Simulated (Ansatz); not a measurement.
# SiNH₂+ (quintet): from Hartree-Fock to the top rungs, cc-pVTZ

An exercise on one series of results from a longer session: the logs are not shown, and one member is left open.

The runs use Ansatz 0.2.0, Gaussian basis; cc-pVTZ, core rule «outside noble gas», up to 6 orbitals frozen.

Plan: UHF; CCSD(T) on ROHF; CCSD(T) on UHF; BCCD(T) on ROHF; CCSDT(Q) on ROHF; CCSDT(Q) on UHF.

7 further runs of the same task are left out: 2 for a known fault of the program, 5 set aside as unsound or not needed.

**The system**

The geometry is a PBE0/def2-TZVP stationary point (not a proven minimum) of the parent state, kept for this charge and spin.

4 atoms, charge 1, spin multiplicity 5.

Atoms are counted from 1 here; the program's logs count them from 0.

Bond lengths: Si1–N2 1.849 Å, Si1–H3 1.470 Å, Si1–H4 1.470 Å. Angles: N2–Si1–H3 117.7°, N2–Si1–H4 117.7°, H3–Si1–H4 124.6°.

The first run:

in.yaml reads:

```yaml
crystal:
  periodic: [false, false, false]
  atoms:
    - {symbol: Si, position_ang: [0.000000, 0.000000, 0.555774]}
    - {symbol: N, position_ang: [0.000000, 0.000000, -1.292740]}
    - {symbol: H, position_ang: [0.000000, 1.301958, 1.239079]}
    - {symbol: H, position_ang: [0.000000, -1.301958, 1.239079]}
basis:
  gaussian: {orbitals: cc-pVTZ}
total_charge: 1
magnetization: {spin_polarized: true, initial_magnetization: 4}
hamiltonian: {xc: hf}
output: {orbitals: {seedname: orbitals}}
```

Launch:

```sh
$ ansatz run in.yaml --threads 1 --pin off --events-out ev --progress --plain --max-ram 2816MiB --backend cpu
```

Among the steps run: UHF; CCSD(T) on ROHF; CCSD(T) on UHF; BCCD(T) on ROHF; CCSDT(Q) on ROHF; CCSDT(Q) on UHF.

One table of the session follows, with a row left open; its other results are not shown here.

| method | from UCCSDT(Q) (kcal/mol) |
| --- | --- |
| ROHF | +149.06 |
| UHF | +144.84 |
| RMP2 | +29.07 |
| UMP2 | +29.43 |
| RCCSD | +5.49 |
| UCCSD | +5.33 |
| RCCSD(T) | ? |
| UCCSD(T) | +1.08 |
| BCCD(T) | +1.14 |
| RCCSDT | +0.25 |
| UCCSDT | +0.16 |
| RCCSDT(Q) | +0.11 |
| UCCSDT(Q) | 0 |

Estimate the missing values for RCCSD(T).

The run gave: from UCCSDT(Q) (kcal/mol): +1.15. In the column «from UCCSDT(Q) (kcal/mol)» it lies between BCCD(T) (+1.14) and UCCSD (+5.33).

Caveats from the session: Restricted and unrestricted rows rest on different reference determinants; where their highest levels disagree by more than a few hundredths of an eV, they describe different states and don't form one ladder.
